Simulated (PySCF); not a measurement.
Atomic charges by several schemes

AlH2(CH2SiH3), CH₇AlSi.
Structure used (PBE0-D3(BJ)/def2-SVP), in Å, numbered top down from 1:
```
atom  x, y, z in Å
Al1    0.859    1.437   -0.694
H2     2.449    1.439   -0.632
H3     0.060    2.813   -0.708
C4    -0.112   -0.258   -0.732
Si5   -0.582   -0.930    0.957
H6    -1.047   -0.139   -1.309
H7     0.503   -1.027   -1.231
H8     0.642   -1.152    1.791
H9    -1.451    0.046    1.689
H10   -1.321   -2.228    0.870
```

Density: PBE0/pcSseg-1 (pcSseg-2 on Al) (PySCF); schemes: Mulliken, IAO, Hirshfeld and ESP-fitted. One conformer (not necessarily the lowest) at the PBE0-D3(BJ)/def2-SVP geometry, without solvent, vibrations or thermal averaging.

Question: Which atoms carry the highest charge in the Mulliken, IAO, Hirshfeld and ESP-fitted schemes?

Answer: All schemes agree: Mulliken Al1 (+0.708); IAO Al1 (+0.769); Hirshfeld Al1 (+0.518); ESP-fitted Al1 (+0.884).

Question: For which atoms does the sign change between the 4 schemes (beyond +0.03 e in one, beyond −0.03 e in another)?

Answer: For none.

Question: Tabulate the Mulliken, IAO, Hirshfeld and ESP-fitted charges.

Answer: In e:

```csv
atom,environment,Mulliken,IAO,Hirshfeld,ESP-fitted
Al1,aluminium bonded to C and 2 H,+0.708,+0.769,+0.518,+0.884
H2,hydrogen on Al1,-0.187,-0.207,-0.172,-0.304
H3,hydrogen on Al1,-0.187,-0.207,-0.172,-0.304
C4,"carbon bonded to Al, Si and 2 H",-0.889,-0.918,-0.308,-0.661
Si5,silicon bonded to C and 3 H,+0.449,+0.593,+0.301,+0.492
H6,hydrogen on C4,+0.173,+0.164,+0.038,+0.141
H7,hydrogen on C4,+0.173,+0.164,+0.038,+0.140
H8,hydrogen on Si5,-0.082,-0.123,-0.082,-0.134
H9,hydrogen on Si5,-0.081,-0.123,-0.082,-0.134
H10,hydrogen on Si5,-0.078,-0.113,-0.080,-0.122
```

Mean size of the charges over all atoms: IAO 0.338 e, ESP-fitted 0.332 e, Mulliken 0.301 e, Hirshfeld 0.179 e. Each set sums to the total charge, 0, to within 0.001 e. The Hirshfeld scheme divides the density at each point in proportion to the densities of the neutral, spherically averaged free atoms.

Question: How many electrons does the IAO scheme count on Si5?

Answer: Z − q = 14 − (+0.593) = 13.407.

Question: Sum the charges by element, for elements with more than one atom.

Answer: 
```json
{"element": "H", "atoms": "7", "Mulliken": "-0.268", "IAO": "-0.444", "Hirshfeld": "-0.511", "ESP-fitted": "-0.716"}
```

Question: How closely do the schemes follow one another over all atoms?

Answer: Correlation coefficient and root-mean-square difference: Mulliken with IAO 1.00, 0.056 e; Hirshfeld with ESP-fitted 0.99, 0.189 e; IAO with ESP-fitted 0.97, 0.105 e; Mulliken with ESP-fitted 0.96, 0.110 e; IAO with Hirshfeld 0.95, 0.237 e; Mulliken with Hirshfeld 0.93, 0.208 e.
